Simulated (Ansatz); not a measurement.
Input file:

```yaml
crystal:
  periodic: [false, false, false]
  atoms:
    - {symbol: Br, position_ang: [0.000000, 0.000000, 0.000000]}
    - {symbol: Na, position_ang: [0.000000, 0.000000, 1.969000]}
basis:
  gaussian: {orbitals: cc-pVTZ-DK}
magnetization: {spin_polarized: false}
hamiltonian: {xc: hf}
scf: {lower_state_search: off}
output: {orbitals: {seedname: orbitals}}
```

```sh
$ ansatz run in.yaml --threads 1 --pin off --events-out ev --progress --plain --max-ram 2393MiB
```

Log:

```
these checks for a lower state are left out or cut short: stability, starts, cluster_reference, orbital_swaps, neighbouring_geometries, increment
482 factors; integrals over basis functions are off by at most 8.4e-4 eV
mean field evaluation 1: about -75280.3278 eV, gradient 1.5e1 eV
mean field evaluation 2: about -75280.4003 eV, gradient 1.5e1 eV
mean field evaluation 4: about -75281.0601 eV, gradient 6.9e-1 eV
mean field evaluation 8: about -75281.0640 eV, gradient 2.4e-3 eV
mean field -75281.06402920 eV, -2766.5280757351 hartree, gradient 1.1e-6 eV, S^2 0.000000; 0 other end points of the search recorded, 0 dependent functions left out
reference -75281.06402920 eV, -2766.5280757351 hartree; 23, 23 occupied and 54, 54 virtual orbitals, 482 factors
Total energy: -75281.06402920 eV, -2766.5280757351 hartree
Relativity: scalar
Checks for a lower state left out: stability, starts, cluster_reference, orbital_swaps, neighbouring_geometries, increment
```

Ran on 1 thread of INTEL XEON PLATINUM 8581C, shared host: 0.6 s wall, 0.11 GiB peak host memory.
